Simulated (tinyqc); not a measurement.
Worked calculation: geometry optimisation on the UHF/sto-3g surface (energies and gradients from PySCF), for BH2, spin multiplicity 2. One step of it, computed by the program tinyqc.

Problem. Step 1: move. Quasi-Newton step p = -H^(-1) g (first H = 0.6 times the unit matrix); steps longer than 0.1 bohr are cut back.

positions at the start (bohr), order 1B, 2H, 3H:
$$\begin{pmatrix}
-0.068030 & -0.054802 & -0.054802 \\
0.030236 & 2.006889 & 0.984547 \\
0.011338 & -2.122162 & 0.971319
\end{pmatrix}$$

gradient (hartree/bohr), order 1B, 2H, 3H:
$$\begin{pmatrix}
-0.00218523 & -0.00031432 & -0.02538988 \\
0.00126280 & 0.03553787 & 0.01290434 \\
0.00092243 & -0.03522355 & 0.01248554
\end{pmatrix}$$

Give: positions after step 1.

Solution.

positions after step 1 (bohr), order 1B, 2H, 3H:
$$\begin{pmatrix}
-0.064 & -0.054 & -0.012 \\
0.028 & 1.948 & 0.963 \\
0.010 & -2.063 & 0.951
\end{pmatrix}$$
